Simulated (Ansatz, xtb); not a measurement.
# Relaxing a trial structure of CH2AlSi

The starting geometry of this gas-phase doublet was built from a drawn formula by distance geometry and a force field; its bonds are those of `[C]1=[SiH][AlH]1`.

```json
{"atom": "C", "x (Å)": "-1.7140", "y (Å)": "1.2655", "z (Å)": "-2.2912"}
{"atom": "Al", "x (Å)": "-1.2773", "y (Å)": "-0.6838", "z (Å)": "-1.9630"}
{"atom": "Si", "x (Å)": "-0.5539", "y (Å)": "0.9893", "z (Å)": "-1.0317"}
{"atom": "H", "x (Å)": "0.3790", "y (Å)": "1.5263", "z (Å)": "0.0225"}
{"atom": "H", "x (Å)": "-1.4334", "y (Å)": "-2.2412", "z (Å)": "-2.2033"}
```

Problem. Predict what becomes of its bonds when it is optimised with r2SCAN-D4/def2-SVP.

Solution. It keeps its bonds, and is `[C]1=[SiH][AlH]1`. Distances that change by over a tenth: Al2–Si3 (2.05 → 2.36 Å).

The energy falls by 0.88 eV over 7 steps:

| step | E − E(last) (eV) |
| --- | --- |
| 1 | 0.883 |
| 2 | 0.197 |
| 3 | 0.059 |
| 4 | 0.031 |
| 5 | 0.001 |
| 6 | 0.000 |
| 7 | 0.000 |

Final geometry (Å):

```yaml
atoms:
  - { symbol: C, position_ang: [-1.5401, 1.0613, -2.1170] }
  - { symbol: Al, position_ang: [-1.3876, -0.8032, -2.0720] }
  - { symbol: Si, position_ang: [-0.3622, 0.9231, -0.8284] }
  - { symbol: H, position_ang: [0.3208, 1.9958, -0.0121] }
  - { symbol: H, position_ang: [-1.6305, -2.3207, -2.4372] }
```

From the same start GFN2-xTB ends elsewhere, differing in Al2–Si3 (2.94 against 2.36 Å here).

No frequencies were run, so the end isn't proven a minimum. Open shells are spin-unrestricted. Run with Ansatz 0.2.0, 49 s on 1 thread of Arm Neoverse V1, with other jobs on the host.
